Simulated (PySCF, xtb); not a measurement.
Ranking isomers of AlBH4O

4 gas-phase structures of AlBH4O, found in a search over its isomers (lower ones may exist). Each was relaxed with GFN2-xTB:

A. a singlet given by its coordinates
B. `[BH2][AlH][OH]`, a singlet
C. `B[O][AlH2]`, a singlet
D. a singlet given by its coordinates

A (Å):

```xyz
7

Al    1.2384   -0.7727   -0.9483
B    -0.6977    0.6479    0.9884
O     0.0588    0.0992    0.2540
H    -1.4238    1.1785    1.6949
H     0.7266   -0.0319   -2.2397
H     2.5678   -0.2802   -0.2649
H     0.7333   -2.2329   -0.6499
```

Close contacts (Å): Al1–O3 1.90, B2–O3 1.19, Al1–H5 1.57, Al1–H6 1.57, Al1–H7 1.57, B2–H4 1.14.

D (Å):

```yaml
atoms:
  - { symbol: Al, position_ang: [1.9907, -0.2828, -1.9008] }
  - { symbol: B, position_ang: [1.5034, 1.3036, -0.7212] }
  - { symbol: O, position_ang: [2.3850, -1.5640, -2.8577] }
  - { symbol: H, position_ang: [1.2075, 2.1523, -1.5029] }
  - { symbol: H, position_ang: [2.5042, 1.5166, -0.1109] }
  - { symbol: H, position_ang: [0.5976, 0.8956, -0.0635] }
  - { symbol: H, position_ang: [2.6122, -2.3042, -3.4116] }
```

Close contacts (Å): Al1–B2 2.04, Al1–O3 1.65, B2–H4 1.19, B2–H5 1.19, B2–H6 1.19, O3–H7 0.95.

**Question.** Estimate their order in r2SCAN-D4/def2-SVP energy at these geometries, lowest first.

**Answer.** Calculated order at r2SCAN-D4/def2-SVP: C (0.0), A (111.2), D (125.1), B (204.1) kJ/mol.

Energies above the lowest of each column, in kJ/mol; the last columns are at PBE0-D4/def2-SVP geometries and were run for some of them only (a dash: not run or not comparable):

| structure | GFN2-xTB | HF/STO-3G | r2SCAN-D4/def2-SVP | PBE0-D4/def2-SVP | CCSD(T)/def2-TZVP |
| --- | --- | --- | --- | --- | --- |
| C | 0.0 | 0.0 | 0.0 | 0.0 | 0.0 |
| A | 68.5 | 135.5 | 111.2 | 111.8 | 113.9 |
| D | 150.8 | 264.8 | 125.1 | 121.0 | 135.7 |
| B | 228.4 | 336.2 | 204.1 | – | – |

Every level run on C puts it lowest or level with the lowest. Flexible structures stand in one conformer each, not always the lowest. Frequencies (GFN2-xTB) were run for A, C, D alone.

Over these structures GFN2-xTB departs from r2SCAN-D4/def2-SVP by 23.2 kJ/mol on average once a common shift is removed. A GFN2-xTB relaxation took about 0.12 s and the r2SCAN-D4/def2-SVP energy about 4.7 s on a shared host (PySCF 2.14.0, xtb 6.7.1).
